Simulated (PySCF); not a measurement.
## Working with the constants of PO

ROHF-CCSD(T) constants of PO, ²Π (doublet), unpaired electrons π ↑ (basis P def2-SVP, O def2-SVP; no relativity; PySCF 2.14; masses 30.9738 and 15.9949 u):

- ωe: 1192.6 cm⁻¹
- ωexe: 6.5 cm⁻¹
- Be: 0.70162 cm⁻¹
- αe: 0.00519 cm⁻¹
- D (centrifugal): 9.71e-07 cm⁻¹
- De to P + O: 4.98 eV

(1) Give the vibrational terms G(v) and spacings up to v = 6.

(2) How well does the Morse estimate ωe²/(4ωexe) reproduce De, and what is D0?

Correlated steps freeze 6 core orbitals. Correlated levels converge slowly with the basis: in double zeta they bind strong bonds too weakly, by up to about 1 eV, and carry superposition errors of some tenths. The state was picked by a PBE0 search and need not be the measured ground state.

## Answers

(1) G(v) = ωe(v+½) − ωexe(v+½)².

```json
{"v": "0", "G(v) (cm⁻¹)": "594.7", "G(v) − G(v−1)": "", "Bv (cm⁻¹)": "0.6990"}
{"v": "1", "G(v) (cm⁻¹)": "1774.3", "G(v) − G(v−1)": "1179.6", "Bv (cm⁻¹)": "0.6938"}
{"v": "2", "G(v) (cm⁻¹)": "2940.9", "G(v) − G(v−1)": "1166.6", "Bv (cm⁻¹)": "0.6886"}
{"v": "3", "G(v) (cm⁻¹)": "4094.5", "G(v) − G(v−1)": "1153.6", "Bv (cm⁻¹)": "0.6835"}
{"v": "4", "G(v) (cm⁻¹)": "5235.1", "G(v) − G(v−1)": "1140.6", "Bv (cm⁻¹)": "0.6783"}
{"v": "5", "G(v) (cm⁻¹)": "6362.7", "G(v) − G(v−1)": "1127.6", "Bv (cm⁻¹)": "0.6731"}
{"v": "6", "G(v) (cm⁻¹)": "7477.3", "G(v) − G(v−1)": "1114.6", "Bv (cm⁻¹)": "0.6679"}
```

(2) It gives 6.78 eV, 136 % of the computed De. D0 = De − G(0) = 4.98 − 0.07 = 4.91 eV.
